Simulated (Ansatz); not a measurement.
H4O3, singlet: a pair in one relaxed arrangement.

in.yaml

```yaml
crystal:
  periodic: [false, false, false]
  atoms:
    - {symbol: O, position_ang: [0.376866, 0.119656, -1.412834]}
    - {symbol: H, position_ang: [-0.030071, -0.406031, -2.105209]}
    - {symbol: H, position_ang: [-0.352395, 0.527177, -0.927710]}
    - {symbol: O, position_ang: [0.315608, -0.753385, 1.204843]}
    - {symbol: O, position_ang: [-0.672100, 0.277668, 1.178071]}
    - {symbol: H, position_ang: [0.644912, -0.692693, 0.287397]}
    - {symbol: H, position_ang: [-0.282819, 0.927609, 1.775240]}
basis:
  gaussian: {orbitals: "def2-TZVPPD.json"}
hamiltonian: {xc: {name: B97M-V}}
```

The basis file named in the input lies beside it (Basis Set Exchange, JSON).

Launched with

```bash
ansatz run in.yaml --threads 2 --pin off --events-out ev --progress --plain --max-ram 5222MiB
```

What Ansatz 0.2.0 printed:

```
Functional definition: B97M-V
  name "B97M-V"
  cite "Mardirossian & Head-Gordon, J. Chem. Phys. 142, 074111 (2015) doi:10.1063/1.4907719"
  cite "Becke, J. Chem. Phys. 107, 8554 (1997) doi:10.1063/1.475007"
  cite "Vydrov & Van Voorhis, J. Chem. Phys. 133, 244103 (2010) doi:10.1063/1.3521275"
  # Of w^i u^j: cxij and so on, Table III.
  parameter cx00 = 1.000
  parameter cx01 = 1.308
  parameter cx02 = 1.901
  parameter cx10 = 0.416
  parameter cx11 = 3.070
  parameter css00 = 1.000
  parameter css02 = -1.855
  parameter css10 = -5.668
  parameter css32 = -20.497
  parameter css42 = -20.364
  parameter cos00 = 1.000
  parameter cos01 = 1.573
  parameter cos03 = -6.298
  parameter cos10 = 2.535
  parameter cos32 = -6.427
  parameter b = 6.0
  parameter c = 0.01
  gx(w, u) = cx00 + cx01*u + cx02*u^2 + (cx10 + cx11*u)*w
  gss(w, u) = css00 + css02*u^2 + css10*w + (css32*w^3 + css42*w^4)*u^2
  gos(w, u) = cos00 + cos01*u + cos03*u^3 + cos10*w + cos32*w^3*u^2
  exchange = spin_sum(e_x_unif_s*gx(b97_w, b97_u_x))
  correlation = spin_sum(e_c_pw_mod_same_spin*gss(b97_w, b97_u_same))
      + integral(e_c_pw_mod_opposite_spin*gos(b97_w_opposite, b97_u_opposite)) + vv10(b, c)
788 factors; their error is unknown
mean field evaluation 1: about -6197.9491 eV, gradient 6.5e1 eV
mean field evaluation 2: about -6184.8691 eV, gradient 1.0e2 eV
mean field evaluation 4: about -6204.7225 eV, gradient 5.8e0 eV
mean field evaluation 8: about -6204.7839 eV, gradient 2.9e-1 eV
mean field evaluation 16: about -6204.7685 eV, gradient 6.1e-5 eV
mean field -6204.76845675 eV, -228.0210350425 hartree, gradient 6.1e-5 eV, S^2 0.000000; 0 other end points of the search recorded, 0 dependent functions left out
reference -6204.76854094 eV, -228.0210381364 hartree; 14, 14 occupied and 174, 174 virtual orbitals, 788 factors
Total energy: -6204.76854094 eV, -228.0210381364 hartree
```

Hardware: 2 CPU threads of an Arm Neoverse V2, shared host. Wall time about 5 s.
